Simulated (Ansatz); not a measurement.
**SiF2 (triplet): the correlation ladder, def2-TZVPP**

An exercise on one series of results from a longer session: the logs are not shown, and one member is left open.

The runs use Ansatz 0.2.0, Gaussian basis; def2-TZVPP, core rule «outside noble gas», up to 7 orbitals frozen.

Plan: UHF; ROHF; CCSD(T) on UHF.

2 further runs of the same task are left out: 2 set aside as unsound or not needed.

## The system

The geometry is a PBE0/def2-TZVP stationary point (not a proven minimum).

3 atoms, charge 0, spin multiplicity 3.

Atoms are counted from 1 here; the program's logs count them from 0.

Bond lengths: F1–Si2 1.598 Å, Si2–F3 1.598 Å. Angles: F1–Si2–F3 113.7°.

Set-up of the first run:

Input file in.yaml:

```yaml
crystal:
  periodic: [false, false, false]
  atoms:
    - {symbol: F, position_ang: [0.000000, -0.371280, 1.337507]}
    - {symbol: Si, position_ang: [0.000000, 0.502304, 0.000000]}
    - {symbol: F, position_ang: [0.000000, -0.371280, -1.337507]}
basis:
  gaussian: {orbitals: def2-TZVPP}
magnetization: {spin_polarized: true, initial_magnetization: 2}
hamiltonian: {xc: hf}
output: {orbitals: {seedname: orbitals}}
```

The run is started by

```console
$ ansatz run in.yaml --threads 1 --pin off --events-out ev --progress --plain --max-ram 4096MiB --backend cpu
```

Steps of the session up to this table: UHF; ROHF; CCSD(T) on UHF.

One table of the session follows, with a row left open; its other results are not shown here.

```
  method  from UCCSD(T) (meV)
    ROHF             +16061.1
     UHF                    ?
    UMP2               +574.1
   UCCSD               +464.1
UCCSD(T)                    0
```

Estimate the missing values for UHF.

**Answer.** from UCCSD(T) (meV): +16026.7. In the column «from UCCSD(T) (meV)» it lies between UMP2 (+574.1) and ROHF (+16061.1).

With the free atoms at the same levels and basis (separate runs), the atomisation energy is 9.284 eV at UCCSD(T), 7.289 eV at ROHF.
